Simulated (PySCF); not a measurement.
**Computed NMR parameters against published values**

Atoms are numbered as in `[cH:1]1[cH:2][n:3][cH:4][cH:5][n:6]1`. Each H is labelled by its parent atom.

Measured values that the calculation should reproduce: δ ¹⁵N N3/N6 -42.2 ppm (measured; solution, cyclohexane; M. Witanowski et al., J. Magn. Reson. 124 (1997) 127). Coupling constants: ¹J(C1,H(C1)) 182.7 Hz.

One conformer, gas phase, one averaged value for each set of equivalent atoms, relativity neglected. GIAO PBE0/pcSseg-1 shieldings; couplings computed with B3LYP/pcJ-1 (spin–dipole term only in couplings to heteroatoms); structure optimised with GFN2-xTB; PySCF 2.14.

Set the calculated values beside the experiment.

Results:


Reference values: measured (solution, cyclohexane; M. Witanowski et al., J. Magn. Reson. 124 (1997) 127).
| atoms | quantity | reference | computed | computed, scaled |
| --- | --- | --- | --- | --- |
| N3/N6 | δ ¹⁵N vs neat liquid CH3NO2 | -42.2 | – | -44.3 |

Computed shifts are σ(ref) − σ with the named reference compound (TMS for H and C) calculated as an isolated molecule at the same level. The measured values may be among those fitted. Shieldings were converted by a linear fit to measured shifts: ¹⁵N (scatter 6.3 ppm rms vs CH3NO2, solution or neat liquid). Occasional misses reach two or three times the rms, and more in compound classes unlike the fitted ones.

Coupling constants in Hz:
| coupling | reference | computed | source |
| --- | --- | --- | --- |
| ¹J(C1,H(C1)) | 182.7 | 186.8 | measured; liquid or solution (compiled); Buevich, Sauri, Parella, De Tommasi, Bifulco, Williamson, Martin, Chem. Commun. 2019 (ESI) |
